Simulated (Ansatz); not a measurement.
Working through a ladder of basis sets of CH4BN, SMILES BC=N

With Ansatz 0.2.0, Python API.

Typed at the interpreter:
```pycon
>>> import ansatz as az
>>> geometry_ang = [
...     ("B", (-0.86, 0.3047, -0.6015)),
...     ("C", (0.3214, 0.0944, 0.3091)),
...     ("N", (0.8489, -1.0556, 0.3222)),
...     ("H", (-1.2612, -0.5084, -1.295)),
...     ("H", (-1.4175, 1.4071, -0.6533)),
...     ("H", (0.7069, 0.9201, 0.9265)),
...     ("H", (1.7228, -1.2302, 0.9462)),
... ]
>>> ch4bn = az.Crystal.molecule()
>>> for symbol, xyz in geometry_ang:
...     ch4bn = ch4bn.atom(symbol, xyz)
...
>>> setup = ch4bn.calculation().correlation("MP2")
>>> energies = {}
>>> for basis in ["cc-pVDZ", "cc-pVTZ"]:
...     r = setup.basis(gaussian=basis).run().report
...     size = r["n_frozen"] + r["n_occupied"][0] + r["n_virtual"][0]
...     energies[basis] = (r["reference_energy_ev"] / 27.211386246, r["free_energy_ev"] / 27.211386246)
...     print(f"{basis:14s} {size:4d} orbitals  reference {energies[basis][0]:14.6f} Ha  total {energies[basis][1]:14.6f} Ha")
...
cc-pVDZ          62 orbitals  reference    -119.276610 Ha  total    -119.652062 Ha
cc-pVTZ         146 orbitals  reference    -119.309949 Ha  total    -119.772396 Ha
>>> # correlation energy at the basis limit from E(X) = E + A / X^3
>>> small, large = (energies[b][1] - energies[b][0] for b in ("cc-pVDZ", "cc-pVTZ"))
>>> limit = (3 ** 3 * large - 2 ** 3 * small) / (3 ** 3 - 2 ** 3)
>>> print(f"correlation energy: {small:.6f} and {large:.6f} Ha, extrapolated {limit:.6f} Ha")
correlation energy: -0.375452 and -0.462448 Ha, extrapolated -0.499077 Ha
>>> print(f"share caught by the larger set: {100 * large / limit:.1f} %")
share caught by the larger set: 92.7 %
```

Against cc-pVDZ: cc-pVTZ -120.3 mHa. The last step alone is -120.33 mHa.

Notes:
- The drop along the ladder measures the basis error, and is no property of the molecule.
- The geometry is a force-field or estimated start, not a minimum of this method, and the last set is no limit. Much of the fall in a total is atomic energy, which cancels in bond and reaction energies.
- Inner cores stay frozen, so this is valence correlation.
- An extrapolation from small basis sets is rough.
- Finished in 2.6 s on 1 thread of Arm Neoverse V2, on a shared host, peak memory 0.25 GiB.
